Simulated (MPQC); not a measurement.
# ROPBE0-1/3/DZ (Dunning) (Cartesian functions) run of C2H3O (acetyl radical)

What is the vertical ionisation energy of C2H3O (acetyl radical) at ROPBE0-1/3/DZ (Dunning) (Cartesian functions)? 

The calculation is run with MPQC 2.3.1.

2 further runs of the same task are left out: 1 that didn't finish, 1 set aside as unsound or not needed.

### Step 1. Starting point

C2H3O: 6 atoms, total charge 0, spin state doublet. SMILES: `C[C]=O`. The shape is that of a PBE0-D4/def2-TZVP optimisation.

Bond lengths: C1–C2 1.497 Å, C2–O3 1.175 Å, C1–H4 1.091 Å, C1–H5 1.094 Å, C1–H6 1.092 Å. Angles: C1–C2–O3 129.3°, C2–C1–H4 108.7°, C2–C1–H5 111.4°, C2–C1–H6 108.4°, H4–C1–H5 110.6°, H4–C1–H6 107.1°, H5–C1–H6 110.5°.

### Step 2. Energy and gradient at ROPBE0-1/3/DZ (Dunning) (Cartesian functions)

File run.in:

```
% C2H3O
molecule<Molecule>: (
    symmetry = c1
    unit = angstrom
    { atoms geometry } = {
        C  [ -0.150600     0.360900    -0.246200 ]
        C  [ -0.095300    -0.937800     0.496900 ]
        O  [ 0.811800    -1.439800     1.050900 ]
        H  [ -0.929700     0.983800     0.196900 ]
        H  [ 0.814100     0.875700    -0.222400 ]
        H  [ -0.450200     0.157100    -1.276100 ]
    }
)
basis<GaussianBasisSet>: (
    name = "DZ (Dunning)"
    molecule = $:molecule
    puream = no
)
mpqc: (
    checkpoint = no
    savestate = no
    restart = no
    do_energy = yes
    do_gradient = yes
    optimize = no
    mole<HSOSKS>: (
        molecule = $:molecule
        basis = $:basis
        total_charge = 0
        multiplicity = 2
        memory = 1000000000
        print_evals = yes
        print_npa = yes
        maxiter = 100
        functional<SumDenFunctional>: (
            a0 = 0.3333333333
            coefs = [ 0.6666666667 1 ]
            funcs: [ <PBEXFunctional>: () <PBECFunctional>: () ]
        )
        integrator<RadialAngularIntegrator>: ( grid = medium )
        guess_wavefunction<ExtendedHuckelWfn>: (
            molecule = $:molecule
            total_charge = 0
            multiplicity = 2
            basis<GaussianBasisSet>: (
                name = "STO-3G"
                molecule = $:molecule
            )
        )
    )
)
```

Run with:

```sh
mpqc run.in > run.out
```

The program printed:

```text
MPQC: Massively Parallel Quantum Chemistry
[...]
  HSOSSCF::init: total charge = 0
[...]
  Integrated electron density error = 0.000025791323
  iter     1 energy = -150.5376885054 delta = 1.42759e-01
  Integrated electron density error = -0.000004115845
  iter     2 energy = -152.3838781754 delta = 7.35654e-02
[...]
  Integrated electron density error = 0.000021786416
  iter    17 energy = -152.9730861658 delta = 7.79003e-08
  Integrated electron density error = 0.000021786410
  iter    18 energy = -152.9730861658 delta = 3.47281e-08
  Integrated electron density error = 0.000021786410
  iter    19 energy = -152.9730861658 delta = 1.37467e-08
[...]
  LUMO is    13   A =   0.003151
  total scf energy = -152.9730861658
[...]
  Integrated electron density error = 0.000021785827
  Total Gradient:
[...]
Value of the MolecularEnergy: -152.9730861658
  Gradient of the MolecularEnergy:
      1    0.0025267168
      2   -0.0021854064
      3    0.0020942713
      4    0.0463309435
      5   -0.0252953146
      6    0.0280235872
      7   -0.0486815730
      8    0.0303077260
      9   -0.0315841738
     10   -0.0004522622
     11   -0.0009583109
     12    0.0001744019
[...]
        symmetry = c1
[...]
        nbasis = 36
[...]
```

It took 9.3 s on 1 thread of Arm Neoverse V1, shared host.

### Step 3. The singlet cation

File run.in:

```
molecule<Molecule>: (
  symmetry = c1
  unit = angstrom
  { atoms geometry } = {
    C  [ -0.150600     0.360900    -0.246200 ]
    C  [ -0.095300    -0.937800     0.496900 ]
    O  [ 0.811800    -1.439800     1.050900 ]
    H  [ -0.929700     0.983800     0.196900 ]
    H  [ 0.814100     0.875700    -0.222400 ]
    H  [ -0.450200     0.157100    -1.276100 ]
  }
)
basis<GaussianBasisSet>: (
  name = "DZ (Dunning)"
  molecule = $:molecule
  puream = no
)
mpqc: (
  checkpoint = no
  savestate = no
  restart = no
  do_energy = yes
  do_gradient = yes
  optimize = no
  mole<CLKS>: (
    molecule = $:molecule
    basis = $:basis
    total_charge = 1
    memory = 1000000000
    print_evals = yes
    print_npa = yes
    maxiter = 100
    functional<SumDenFunctional>: (
      a0 = 0.3333333333
      coefs = [ 0.6666666667 1 ]
      funcs: [ <PBEXFunctional>: () <PBECFunctional>: () ]
    )
    integrator<RadialAngularIntegrator>: ( grid = medium )
    guess_wavefunction<ExtendedHuckelWfn>: (
      molecule = $:molecule
      total_charge = 1
      multiplicity = 1
      basis<GaussianBasisSet>: (
        name = "STO-3G"
        molecule = $:molecule
      )
    )
  )
)
```

Run with:

```sh
mpqc -o run.out run.in
```

The program printed:

```text
MPQC: Massively Parallel Quantum Chemistry
[...]
  CLSCF::init: total charge = 1
[...]
  nbasis = 36
[...]
  Integrated electron density error = 0.000071095249
  iter     1 energy = -148.3110725514 delta = 1.36176e-01
  Integrated electron density error = -0.000246848026
  iter     2 energy = -149.9350654332 delta = 1.31557e-01
[...]
  Integrated electron density error = 0.000009768101
  iter    13 energy = -152.6545505626 delta = 2.03615e-07
  Integrated electron density error = 0.000009768104
  iter    14 energy = -152.6545505626 delta = 4.94669e-08
  Integrated electron density error = 0.000009768102
  iter    15 energy = -152.6545505626 delta = 1.18637e-08
[...]
  LUMO is    12   A =  -0.409827
  total scf energy = -152.6545505626
[...]
  Integrated electron density error = 0.000009766551
  Total Gradient:
[...]
Value of the MolecularEnergy: -152.6545505626
  Gradient of the MolecularEnergy:
      1    0.0494097728
      2    0.0019277418
      3    0.0141013512
      4   -0.1240962914
      5   -0.0214769984
      6   -0.0257089864
      7    0.0753323106
      8    0.0133615221
      9    0.0153640747
     10    0.0019312983
     11   -0.0026777871
     12    0.0010384481
[...]
        symmetry = c1
[...]
```

Run time: 6 s. Hardware: 1 thread of Arm Neoverse V1, shared host.

### Step 4. Results

Level: ROPBE0-1/3/DZ (Dunning) (Cartesian functions).

| quantity | value |
| --- | --- |
| doublet C2H3O: total energy | -152.97309 Eh |
| doublet C2H3O: largest force on an atom | 3.366 eV/Å |
| singlet cation: total energy | -152.65455 Eh |
| singlet cation: HOMO energy | -19.35 eV |
| singlet cation: LUMO energy | -11.15 eV |
| singlet cation: HOMO–LUMO gap | 8.19 eV |
| singlet cation: largest force on an atom | 6.610 eV/Å |
| vertical ionisation energy (to the singlet cation) | 8.668 eV |

What this shows: The vertical ionisation energy comes to 8.67 eV (836 kJ/mol). The largest force (doublet C2H3O) is 3.37 eV/Å: the shape isn't a stationary point for this species at this level. Only the singlet of the ionised species was computed; a triplet could lie lower.
